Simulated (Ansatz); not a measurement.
## singlet C₂: levels of theory in one basis

```xyz
2

C     0.0000    0.0000    0.0000
C     0.0000    0.0000    1.7000
```

Basis set: def2-SVP (spherical functions). Frozen core: 2 orbitals. Charge 0, multiplicity 1.

Computed with Ansatz (development build ahead of 0.2.0); each method stands on the lowest determinant of its kind that the runs found.

```tsv
method	E − E(RHF) (eV)	<S²> of the determinant
RHF	0.00	0.00
UHF	-1.79	1.87
RHF-MP2	-5.71	–
```

Problem. What does UHF-MP2 give on the same scale?

Solution. -5.34 eV.

Problem. Is a single determinant a sound starting point here?

Solution. It is doubtful. Unrestricted orbitals lower Hartree–Fock by 1.79 eV and <S²> is 1.87 where a pure state has 0.00, a sign of strong static correlation.

Caution for RHF, RHF-MP2: an unrestricted determinant lies well below. Caution for UHF, UHF-MP2: the unrestricted determinant is a mixture of spin states. Caution for RHF-MP2, UHF-MP2: bonds are stretched, where a single reference can fail. Caution for RHF-MP2: other determinants can give a lower correlated total.
